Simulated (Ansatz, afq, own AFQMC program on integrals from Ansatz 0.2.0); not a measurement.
Two steps: Ansatz 0.2.0 writes the Fock matrix and Cholesky factors of the valence space, and afq projects on them the lowest state that overlaps trial and start.

```yaml
crystal:
  periodic: [false, false, false]
  atoms:
    - {symbol: Al, position_ang: [0.000000, 0.000000, 1.845217]}
    - {symbol: C, position_ang: [0.000000, 0.000000, -0.099904]}
    - {symbol: Cl, position_ang: [0.000000, 0.000000, -1.745313]}
basis:
  gaussian: {orbitals: cc-pVDZ}
total_charge: 1
magnetization: {spin_polarized: true, initial_magnetization: 3}
correlation: {method: ccsd_t, electrons: outside_noble_gas, hamiltonian_folder: ham}
```

```sh
$ ansatz run in.yaml --threads 1 --pin off --events-out ev --progress --plain --max-ram 1843MiB
```

afq runs on the folder ham with

```
--method phaseless --trial cisd --walkers 60 --populations 1 --least-time 40 --time-step 0.005 --steps-per-block 50 --equilibration-blocks 28 --max-blocks 300 --target-error 0.00043 --factor-cut 1e-05 --start spin_pure --seed 3246 --release-times 0.24,0.51,0.99,1.62,2.4 --release-step 0.03 --release-every 4 --taylor-order 6
```

Times are imaginary, in 1/Eh. The walk had a cap of 1687 s.

afq prints:

```
orbitals 39  electrons 8 5  factors 290 of 511
reference energy -738.91741882 Eh
CCSD correlation -0.27592178 Eh in 13 cycles, weight of the determinant in the CISD state 0.8447
energy of the start -739.192045 Eh
 block  time / (1/Eh)  mean weight  energy / Eh
     1     0.250  0.9977  -739.188384
     2     0.500  1.0014  -739.188867
     3     0.750  1.0004  -739.193160
     4     1.000  0.9991  -739.196441
     5     1.250  1.0013  -739.197140
     8     2.000  1.0018  -739.205069
    17     4.250  0.9975  -739.198521
    41    10.250  0.9997  -739.198318
    65    16.250  1.0015  -739.199540
    89    22.250  0.9968  -739.213819
   113    28.250  1.0015  -739.208532
   137    34.250  1.0009  -739.201402
   161    40.250  1.0007  -739.199312
   185    46.250  1.0004  -739.196223
   209    52.250  1.0016  -739.202313
   233    58.250  0.9995  -739.213663
   257    64.250  0.9984  -739.209015
   281    70.250  1.0002  -739.207064
   305    76.250  0.9975  -739.200383
   313    78.250  0.9993  -739.228094
   321    80.250  0.9981  -739.214453
blocks merged  error / Eh  count
     1  0.000450  300
     2  0.000572  150
     4  0.000707  75
     8  0.000885  37
    16  0.000980  18
    32  0.001187  9
released: time / (1/Eh)  energy / Eh  error  mean overlap
  0.24  -739.206312  0.000773  0.9959
  0.51  -739.206018  0.000783  0.9989
  0.99  -739.206683  0.000780  0.9994
  1.62  -739.207909  0.001248  1.0051
  2.40  -739.206716  0.001160  1.0420
energy -739.206576 +/- 0.000980 Eh
(rows thinned)
```

The run passed its tests (sampling time, drift between the halves within three errors, error under three times the target), which doesn't prove that it has relaxed.

Against this walk (error 26.7 meV) on the same determinant: CCSD(T) 74.9 meV higher, CCSDT(Q) 1.8 meV higher (within the noise). The error is statistical and leaves out the bias of the constraint. Released to 2.40 1/Eh the energy moves by -4 ± 41 meV (both errors), within twice the noise.

Cautions: constraint bias not in the error; error above the target (26.7 against 11.7 meV); lower spins were not checked.

The walk took 9.6 min on 1 thread of Arm Neoverse V1 (shared host). The log's last line is the phaseless energy.

CCSDT and higher add their correlation energy to the determinant of the CCSD(T) run, since their own runs factorise the integrals more tightly (a shift of under 2 meV). A walk keeps the symmetry of its determinant, which the program's search chose and which needn't be the lowest solution, so a lower state of the same spin and another symmetry isn't excluded.
